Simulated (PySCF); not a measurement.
## Electric properties by functional and basis

Compound: C₅H₇F.
SMILES: `C[C@@]12C[C@@H]1[C@H]2F`

PySCF, dipoles from the SCF density, polarisabilities from static response with core orbitals frozen. Isolated species at its PBE0-D3(BJ)/def2-SVP geometry, gas phase.

The anisotropy is √(½[(α1 − α2)² + (α2 − α3)² + (α3 − α1)²]).

```
              level  μ (D)  α (Å³)  anisotropy (Å³)
      LDA/def2-SVPD  1.617    8.81             1.31
      PBE/def2-SVPD  1.564    8.73             1.30
    B3LYP/def2-SVPD  1.655    8.50             1.22
     PBE0/def2-SVPD  1.644    8.40             1.22
BHandHLYP/def2-SVPD  1.742    8.21             1.15
CAM-B3LYP/def2-SVPD  1.701    8.36             1.18
  wB97X-D/def2-SVPD  1.661    8.36             1.19
  LC-wPBE/def2-SVPD  1.692    8.15             1.15
       HF/def2-SVPD  1.806    7.94             1.07
        PBE0/6-31G*  1.377    7.18             1.05
      PBE0/def2-SVP  1.459    7.40             1.06
       PBE0/6-31+G*  1.660    8.06             1.19
   PBE0/aug-cc-pVDZ  1.605    8.62             1.27
     PBE0/def2-TZVP  1.543    8.27             1.21
    PBE0/def2-TZVPD  1.593    8.60             1.26
```

The dipole runs from 1.38 D (PBE0/6-31G*) to 1.81 D (HF/def2-SVPD). No reference polarisability is at hand; against PBE0 in the largest diffuse basis at hand (def2-TZVPD) the other PBE0 rows deviate by 6-31G* -16%, def2-SVP -14%, 6-31+G* -6%, def2-SVPD -2%, aug-cc-pVDZ 0%, def2-TZVP -4%. In one basis (def2-SVPD) the functionals order the polarisability from HF (lowest) to LDA (highest), a spread of 11%. With PBE0 the polarisability is 7.62 Å³ without diffuse functions (mean of 6-31G*, def2-SVP and def2-TZVP) and 8.42 Å³ with them (mean of 6-31+G*, def2-SVPD, aug-cc-pVDZ and def2-TZVPD).

Without π bonds the low states are Rydberg-like; a valence basis with one diffuse set may place them up to an eV too high.
